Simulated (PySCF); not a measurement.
Species: [S2]2- (charge -2).
Geometry (PBE0-D3(BJ)/def2-SVP, Å), atoms numbered from 1 in this order:
```xyz
2
S2 angstrom
S      0.767   -0.651   -0.476
S     -0.767    0.651    0.476
```

Method: PySCF, PBE0-D3(BJ)/def2-SVP geometry optimisation, gas phase.

Take the most abundant isotopes and a rigid rotor. 

**Question.** What are the moment of inertia and the rotational constant?

**Answer.** I = 79.278 u·Å², B = 505379 MHz·u·Å²/I = 6375 MHz (0.2126 cm⁻¹, or 0.306 K as hB/k). For two atoms I = μr² with μ = 15.9860 u and r = 2.2269 Å.

**Question.** List the first levels of a rigid rotor in a Σ state.

**Answer.** E(J) = BJ(J+1): J = 1: 0.425, J = 2: 1.276, J = 3: 2.552, J = 4: 4.253, J = 5: 6.379, J = 6: 8.931 cm⁻¹. The exchanged nuclei have no spin, so only every second level exists.

**Question.** Has it a pure rotational spectrum?

**Answer.** Not by electric dipole: D∞h allows no dipole (computed 0.00 D). Rotational Raman lines (ΔJ = 2) lie at B(4J + 6), spaced by 8B = 1.701 cm⁻¹ as every second level is missing.

Stationary, but not proved a minimum. Whether so highly charged an anion holds all its electrons in the gas phase wasn't checked; a finite basis holds them in any case. The ion is multiply charged and computed without counter-ions or solvent. The geometry's basis has no diffuse functions, a weakness for an anion. Constants of a rigid frame at the computed geometry: no zero-point averaging, no centrifugal distortion.
